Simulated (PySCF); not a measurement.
PySCF input for difluoromethane cation (CH2F2), SMILES FCF (connectivity only; charge and spin as stated), charge +1, multiplicity 2, TDA-PBE0/def2-SVPD. Geometry optimised at ωB97X-D3(BJ)/def2-TZVP. The spin state was assumed, not searched.

```python
import numpy as np
from pyscf import gto, scf, dft, tdscf

mol = gto.M(
    atom='''
    F    -1.08450101    0.00000000    0.27243186
    C     0.00000000   -0.00000000   -0.40142891
    F     1.08450101    0.00000000    0.27243187
    H     0.00000001    0.81312024   -1.24760006
    H     0.00000000   -0.81312024   -1.24760005
    ''',
    basis='def2-SVPD',
    charge=1,
    spin=1,
    max_memory=1600,
    verbose=4,
)
mf = dft.UKS(mol, xc='pbe0').density_fit(auxbasis='def2-universal-jkfit')
mf.grids.level = 3
mf.conv_tol = 1e-9
mf.max_cycle = 100
mf.kernel()
fine, coarse = mf.grids, dft.Grids(mol).set(level=1).build(with_non0tab=True)
for _ in range(3):  # follow internal instabilities
    mf.grids = coarse
    mo, _, stable, _ = mf.stability(return_status=True, nroots=4)
    mf.grids = fine
    if stable:
        break
    mf.kernel(mf.make_rdm1(mo, mf.mo_occ))
mf.grids = dft.Grids(mol).set(level=1).build(with_non0tab=True)  # coarser grid for the response kernel
td = tdscf.TDA(mf)
td.nstates = 10
td.conv_tol = 1e-4
td.kernel(x0=td.get_init_guess(mf, 15))
td.analyze()
```

Output:

```
PySCF version 2.14.0

[INPUT] verbose = 4
[INPUT] num. atoms = 5
[INPUT] num. electrons = 25
[INPUT] charge = 1
[INPUT] spin (= nelec alpha-beta = 2S) = 1
[INPUT] symmetry False subgroup None
[INPUT] Mole.unit = angstrom
[INPUT] Symbol           X                Y                Z      unit          X                Y                Z       unit  Magmom
[INPUT]  1 F     -1.084501010000   0.000000000000   0.272431860000 AA   -2.049409890714   0.000000000000   0.514821603006 Bohr   0.0
[INPUT]  2 C      0.000000000000   0.000000000000  -0.401428910000 AA    0.000000000000   0.000000000000  -0.758590698383 Bohr   0.0
[INPUT]  3 F      1.084501010000   0.000000000000   0.272431870000 AA    2.049409890714   0.000000000000   0.514821621903 Bohr   0.0
[INPUT]  4 H      0.000000010000   0.813120240000  -1.247600060000 AA    0.000000018897   1.536574559941  -2.357622426391 Bohr   0.0
[INPUT]  5 H      0.000000000000  -0.813120240000  -1.247600050000 AA    0.000000000000  -1.536574559941  -2.357622407494 Bohr   0.0

nuclear repulsion = 79.6133196621405
number of shells = 34
number of NR pGTOs = 116
number of NR cGTOs = 82
basis = def2-SVPD
ecp = {}


[settings echo left out]
init E= -238.945126407007
  alpha nocc = 13  HOMO = -0.301552644170536  LUMO = 0.0202753878605386
  beta  nocc = 12  HOMO = -0.472833115435016  LUMO = -0.301552644170535

WARN: HOMO -0.301552644170536 >= LUMO -0.301552644170535

cycle= 1 E= -238.028424003792  delta_E= 0.917  |g|= 0.46  |ddm|= 1.61
  alpha nocc = 13  HOMO = -0.720238799321185  LUMO = -0.255506489470151
  beta  nocc = 12  HOMO = -0.747535627285145  LUMO = -0.603828864743707
  HOMO = -0.720238799321  LUMO = -0.603828864744  gap/eV = 3.16768
cycle= 2 E= -237.955902892112  delta_E= 0.0725  |g|= 0.697  |ddm|= 0.799
  alpha nocc = 13  HOMO = -0.709128537254013  LUMO = -0.20347534056126
  beta  nocc = 12  HOMO = -0.789378792557589  LUMO = -0.569380311841716
  HOMO = -0.709128537254  LUMO = -0.569380311842  gap/eV = 3.80274
cycle= 3 E= -238.12307374517  delta_E= -0.167  |g|= 0.0787  |ddm|= 0.494
  alpha nocc = 13  HOMO = -0.687308250093016  LUMO = -0.193992310979535
  beta  nocc = 12  HOMO = -0.760843682150638  LUMO = -0.543474335841558
  HOMO = -0.687308250093  LUMO = -0.543474335842  gap/eV = 3.91392
cycle= 4 E= -238.124993669805  delta_E= -0.00192  |g|= 0.0171  |ddm|= 0.0634
  alpha nocc = 13  HOMO = -0.688035643586617  LUMO = -0.192190414706615
  beta  nocc = 12  HOMO = -0.763205837757073  LUMO = -0.541195269726585
  HOMO = -0.688035643587  LUMO = -0.541195269727  gap/eV = 3.99573
cycle= 5 E= -238.125118787995  delta_E= -0.000125  |g|= 0.00264  |ddm|= 0.019
  alpha nocc = 13  HOMO = -0.688187493655934  LUMO = -0.192397742314523
  beta  nocc = 12  HOMO = -0.762015623881462  LUMO = -0.540660778299518
  HOMO = -0.688187493656  LUMO = -0.5406607783  gap/eV = 4.01441
cycle= 6 E= -238.125124547502  delta_E= -5.76e-06  |g|= 0.000885  |ddm|= 0.00479
  alpha nocc = 13  HOMO = -0.688344745964212  LUMO = -0.192384382078857
  beta  nocc = 12  HOMO = -0.76210030534075  LUMO = -0.540678859206019
  HOMO = -0.688344745964  LUMO = -0.540678859206  gap/eV = 4.01819
cycle= 7 E= -238.125125195477  delta_E= -6.48e-07  |g|= 0.000199  |ddm|= 0.00144
  alpha nocc = 13  HOMO = -0.688344367012713  LUMO = -0.192373012417563
  beta  nocc = 12  HOMO = -0.762107731287166  LUMO = -0.540676711875786
  HOMO = -0.688344367013  LUMO = -0.540676711876  gap/eV = 4.01824
cycle= 8 E= -238.125125227848  delta_E= -3.24e-08  |g|= 4.42e-05  |ddm|= 0.000319
  alpha nocc = 13  HOMO = -0.688333334468717  LUMO = -0.192364145644591
  beta  nocc = 12  HOMO = -0.76210261205054  LUMO = -0.540668356920068
  HOMO = -0.688333334469  LUMO = -0.54066835692  gap/eV = 4.01817
cycle= 9 E= -238.12512522949  delta_E= -1.64e-09  |g|= 6.22e-06  |ddm|= 8.21e-05
  alpha nocc = 13  HOMO = -0.688333859785955  LUMO = -0.192364739997876
  beta  nocc = 12  HOMO = -0.762102369998935  LUMO = -0.540669860867469
  HOMO = -0.688333859786  LUMO = -0.540669860867  gap/eV = 4.01814
cycle= 10 E= -238.125125229522  delta_E= -3.13e-11  |g|= 1.24e-06  |ddm|= 1.08e-05
  alpha nocc = 13  HOMO = -0.688333567013722  LUMO = -0.192364473069722
  beta  nocc = 12  HOMO = -0.762102459573001  LUMO = -0.540669517998883
  HOMO = -0.688333567014  LUMO = -0.540669517999  gap/eV = 4.01814
Extra cycle  E= -238.125125229522  delta_E= -7.39e-13  |g|= 1.35e-06  |ddm|= 2.16e-06
converged SCF energy = -238.125125229522  <S^2> = 0.75383172  2S+1 = 2.0038281
tot grids = 20728
uhf_internal: lowest eigs of H = [0.25587014 0.25927522 0.32129268 0.51155719]
<class 'pyscf.df.df_jk.DFUKS'> wavefunction is stable in the internal stability analysis
tot grids = 20728


******** <class 'pyscf.tdscf.uks.TDA'> for <class 'pyscf.df.df_jk.DFUKS'> ********
nstates = 10
deg_eia_thresh = 1.000e-03
wfnsym = None
conv_tol = 0.0001
eigh lindep = 1e-12
eigh level_shift = 0
eigh max_cycle = 100


Excitation energies (eV)
[ 3.59349502  3.61262149  4.74077595  7.44771759  7.77960877  8.02160458
 10.96056377 11.38774535 11.52482213 11.80631841]

** Excitation energies and oscillator strengths **
Excited State   1:      3.59350 eV    345.02 nm  f=0.0067
      11b ->   13b      0.99564
Excited State   2:      3.61262 eV    343.20 nm  f=0.0000
      10b ->   13b      0.99815
Excited State   3:      4.74078 eV    261.53 nm  f=0.0657
      12b ->   13b      0.97688
Excited State   4:      7.44772 eV    166.47 nm  f=0.0569
       9b ->   13b      0.97548
Excited State   5:      7.77961 eV    159.37 nm  f=0.0000
       8b ->   13b      0.99694
Excited State   6:      8.02160 eV    154.56 nm  f=0.0076
       7b ->   13b      0.99216
Excited State   7:     10.96056 eV    113.12 nm  f=0.0274
      13a ->   14a     -0.92575
       6b ->   13b      0.32525
Excited State   8:     11.38775 eV    108.88 nm  f=0.0805
      13a ->   14a     -0.31212
      13a ->   17a      0.41024
      13a ->   19a     -0.10349
       6b ->   13b     -0.83767
Excited State   9:     11.52482 eV    107.58 nm  f=0.1129
      13a ->   15a     -0.94790
       9b ->   17b      0.11028
      11b ->   14b      0.19632
Excited State  10:     11.80632 eV    105.02 nm  f=0.0000
      13a ->   16a     -0.98600
      13a ->   22a      0.10618

** Transition electric dipole moments (AU) **
state          X           Y           Z        Dip. S.      Osc.
  1        -0.0000     -0.2753      0.0000      0.0758      0.0067
  2         0.0000      0.0000      0.0000      0.0000      0.0000
  3        -0.7524      0.0000      0.0000      0.5661      0.0657
  4        -0.0000      0.0000     -0.5585      0.3119      0.0569
  5         0.0000      0.0000     -0.0000      0.0000      0.0000
  6        -0.0000     -0.1972     -0.0000      0.0389      0.0076
  7        -0.0000     -0.3196      0.0000      0.1021      0.0274
  8        -0.0000     -0.5370      0.0000      0.2884      0.0805
  9         0.0000     -0.0000     -0.6323      0.3999      0.1129
 10        -0.0000     -0.0000     -0.0000      0.0000      0.0000

** Transition velocity dipole moments (imaginary part, AU) **
state          X           Y           Z        Dip. S.      Osc.
  1         0.0000      0.0269     -0.0000      0.0007      0.0037
  2        -0.0000     -0.0000     -0.0000      0.0000      0.0000
  3         0.0688      0.0000     -0.0000      0.0047      0.0181
  4         0.0000      0.0000     -0.0047      0.0000      0.0001
  5         0.0000      0.0000     -0.0000      0.0000      0.0000
  6        -0.0000     -0.0176     -0.0000      0.0003      0.0007
  7        -0.0000     -0.1537      0.0000      0.0236      0.0391
  8        -0.0000     -0.1112      0.0000      0.0124      0.0197
  9         0.0000     -0.0000     -0.1781      0.0317      0.0499
 10        -0.0000     -0.0000     -0.0000      0.0000      0.0000

** Transition magnetic dipole moments (imaginary part, AU) **
state          X           Y           Z
  1         0.7973     -0.0000     -0.0000
  2        -0.0001      0.0000     -0.3534
  3        -0.0000     -0.0791     -0.0000
  4        -0.0000     -0.0000      0.0000
  5        -0.0000     -0.0000     -0.7758
  6         0.3080     -0.0000     -0.0000
  7         0.4419     -0.0000     -0.0000
  8        -0.2619      0.0000      0.0000
  9         0.0000     -0.0000      0.0000
 10         0.0000     -0.0000     -0.7993
```

The calculation finished and met its thresholds.
